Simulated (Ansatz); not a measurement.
in.yaml

```yaml
crystal:
  periodic: [false, false, false]
  atoms:
    - {symbol: Ge, position_ang: [0.000003, -0.311368, 2.468469]}
    - {symbol: B, position_ang: [-0.000013, -0.288606, 0.510326]}
    - {symbol: P, position_ang: [0.000004, -0.407523, -1.397882]}
    - {symbol: H, position_ang: [0.000006, 1.007498, -1.580913]}
basis:
  gaussian: {orbitals: 6-31G}
total_charge: 1
magnetization: {spin_polarized: true, initial_magnetization: 2}
hamiltonian: {pseudopotentials: {relativity: none}}
correlation: {method: mp2, electrons: outside_noble_gas}
```

```sh
$ ansatz run in.yaml --threads 1 --pin off --events-out ev --progress --plain --max-ram 2393MiB
```

Log:

```
548 factors; integrals over basis functions are off by at most 3.3e-4 eV
mean field evaluation 1: about -66407.4700 eV, gradient 1.6e1 eV
mean field evaluation 2: about -66407.4765 eV, gradient 1.6e1 eV
mean field evaluation 4: about -66410.6040 eV, gradient 2.7e0 eV
mean field evaluation 8: about -66410.9814 eV, gradient 1.0e0 eV
mean field evaluation 16: about -66411.9670 eV, gradient 2.4e-2 eV
mean field evaluation 32: about -66410.7671 eV, gradient 5.2e0 eV
mean field evaluation 64: about -66412.2615 eV, gradient 2.2e-3 eV
mean field evaluation 96: about -66410.1178 eV, gradient 2.3e0 eV
mean field evaluation 128: about -66411.9615 eV, gradient 2.8e-1 eV
mean field evaluation 160: about -66412.2468 eV, gradient 3.4e-1 eV
mean field -66412.26151920 eV, -2440.6055949830 hartree, gradient 2.9e-6 eV, S^2 2.113264; 17 other end points of the search recorded, 0 dependent functions left out
20 core orbitals not correlated: weight in the atoms' cores, before any rotation towards them, 0.998 or more for the frozen orbitals, at most 0.001 for the correlated occupied ones
reference -66412.26151920 eV, -2440.6055949830 hartree; 7, 5 occupied and 26, 28 virtual orbitals, 548 factors
second order -3.11256117 eV of doubles, -0.00000000 eV of singles
Total energy: -66415.37408038 eV, -2440.7199794964 hartree
```

Ran on 1 thread of Arm Neoverse V2, shared host: 6 s wall, 0.11 GiB peak host memory.
